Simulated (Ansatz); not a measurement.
```yaml
crystal:
  periodic: [false, false, false]
  atoms:
    - {symbol: C, position_ang: [-0.666926, -1.049144, 0.835492]}
    - {symbol: C, position_ang: [0.258352, -0.388296, -0.121307]}
    - {symbol: F, position_ang: [1.139014, -1.230904, -0.640194]}
    - {symbol: C, position_ang: [0.292105, 0.880929, -0.633829]}
    - {symbol: O, position_ang: [0.953565, 1.371300, -1.575910]}
    - {symbol: F, position_ang: [-0.652996, 1.717727, -0.144123]}
    - {symbol: H, position_ang: [-0.085800, -1.403389, 1.733489]}
    - {symbol: H, position_ang: [-1.125512, -1.875387, 0.487173]}
    - {symbol: H, position_ang: [-1.347412, -0.291841, 1.248007]}
    - {symbol: H, position_ang: [1.315043, 2.225333, -1.314270]}
basis:
  gaussian: {orbitals: aug-cc-pVTZ}
total_charge: -1
magnetization: {spin_polarized: true, initial_magnetization: 1}
hamiltonian: {xc: {name: wPBEh}}
accuracy: high
output: {forces: true}
```

```sh
$ ansatz run in.yaml --threads 4 --pin off --events-out ev --progress --plain --max-ram 10444MiB
```

Output, abridged:

```
Functional definition: wPBEh
5686 factors; integrals over basis functions are off by at most 2.7e-9 eV
152 factors; integrals over basis functions are off by at most 1.7e-9 eV
mean field evaluation 1: about -10642.4501 eV, gradient 3.8e1 eV
mean field evaluation 2: about -10634.8801 eV, gradient 5.4e1 eV
mean field evaluation 4: about -10648.8492 eV, gradient 8.1e0 eV
mean field evaluation 8: about -10649.3076 eV, gradient 5.1e-1 eV
mean field evaluation 16: about -10649.3609 eV, gradient 1.0e-1 eV
mean field evaluation 32: about -10649.3612 eV, gradient 2.2e-5 eV
mean field -10649.36116810 eV, -391.3568045313 hartree, gradient 3.7e-8 eV, S^2 0.750102; 9 other end points of the search recorded, 0 dependent functions left out
reference -10649.36117135 eV, -391.3568046508 hartree; 25, 24 occupied and 343, 344 virtual orbitals, 5686 factors
Total energy: -10649.36117135 eV, -391.3568046508 hartree
Atom 0 at    -0.666926    -1.049144     0.835492 Å, force     2.325137     3.541944     2.645843 eV/Å
Atom 1 at     0.258352    -0.388296    -0.121307 Å, force    -0.421447     1.932193    -0.849928 eV/Å
Atom 2 at     1.139014    -1.230904    -0.640194 Å, force     1.219557    -1.028953    -0.551059 eV/Å
Atom 3 at     0.292105     0.880929    -0.633829 Å, force    -3.283487    -3.514371     3.989408 eV/Å
Atom 4 at     0.953565     1.371300    -1.575910 Å, force     2.190848     0.802082    -2.856786 eV/Å
Atom 5 at    -0.652996     1.717727    -0.144123 Å, force    -0.198632     0.363119     0.289311 eV/Å
Atom 6 at    -0.085800    -1.403389     1.733489 Å, force    -0.264959     0.293494    -0.698455 eV/Å
Atom 7 at    -1.125512    -1.875387     0.487173 Å, force    -1.827658    -2.631779    -1.594882 eV/Å
Atom 8 at    -1.347412    -0.291841     1.248007 Å, force    -0.160376    -0.396304    -0.286474 eV/Å
Atom 9 at     1.315043     2.225333    -1.314270 Å, force     0.421016     0.638575    -0.086977 eV/Å
Dipole moment:    -0.604171    -0.875804    -0.048221 e Å
```

It took 5.2 min on 4 threads of an Arm Neoverse V1 on a shared host, with 5.9 GiB of host memory at the peak.
